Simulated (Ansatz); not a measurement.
A nudged elastic band was laid between two geometries of CH$_{6}$AlN (9 atoms, charge 0, multiplicity 1).

Method: RKS BHLYP-D4/def2-mTZVP in Ansatz 0.2.0.

| Item | Value |
| --- | --- |
| movable images | 7 |
| climbing image | yes |
| spring | 5.0 eV/Å² |
| optimiser | quadratic models (default) |
| start path | through a guess of the saddle point |
| force threshold | 0.03 eV/Å |
| iteration limit | 60 |
| end points | relaxed |

Image 0:

```xyz
9
Properties=species:S:1:pos:R:3
Al 0.141 -0.222 0.472
H -0.279 -0.723 1.905
C 1.986 0.118 -0.057
H 2.587 -0.787 -0.014
H 2.065 0.508 -1.066
H 2.468 0.833 0.604
N -1.164 0.035 -0.689
H -2.136 -0.117 -0.496
H -1.051 0.355 -1.633
```

Image 8:

```xyz
9
Properties=species:S:1:pos:R:3
Al -1.630 -0.399 0.958
H 1.818 -0.028 1.367
C 2.066 0.122 0.325
H 1.743 -0.736 -0.250
H 1.577 1.016 -0.038
H 3.137 0.236 0.226
N -1.410 -0.129 -0.803
H -2.148 -0.129 -1.488
H -0.537 0.048 -1.271
```

Q: What changes between the two ends?

A: Bonds broken: Al1–H2, Al1–C3. Bonds formed: H2–C3. CH6AlN becomes AlH2N + CH4.

Q: What energy profile does the band end with?

A: It did not converge within its limit. The highest image is number 3 of 0 to 8, 3.78 eV above the first end and 3.03 eV above the last; the last end lies 0.75 eV above the first. The band didn't meet its force threshold, so its energies are provisional: the largest band force was still 0.17 eV/Å, and over the last iterations the top stayed at 3.78 eV. The orbitals stay closed-shell, which can raise the energy where a bond breaks towards radicals; this wasn't checked here.

```
image  path coordinate (Å)  energy (eV)  Al1–H2 (Å)  Al1–C3 (Å)  H2–C3 (Å)
    0                 0.00         0.00        1.58        1.95       3.11
    1                 1.08         0.00        1.57        1.95       3.12
    2                 2.16         0.55        1.54        1.92       2.71
    3                 3.24         3.78        1.57        2.24       1.73
    4                 4.53         0.80        2.64        3.29       1.09
    5                 5.82         0.76        3.80        3.96       1.08
    6                 7.11         0.77        3.28        3.97       1.08
    7                 8.41         0.76        3.37        3.95       1.08
    8                 9.70         0.75        3.49        3.79       1.08
```

Run time: 13 min on 2 threads of Arm Neoverse N1, with other jobs on the host, peak memory 0.16 GiB.
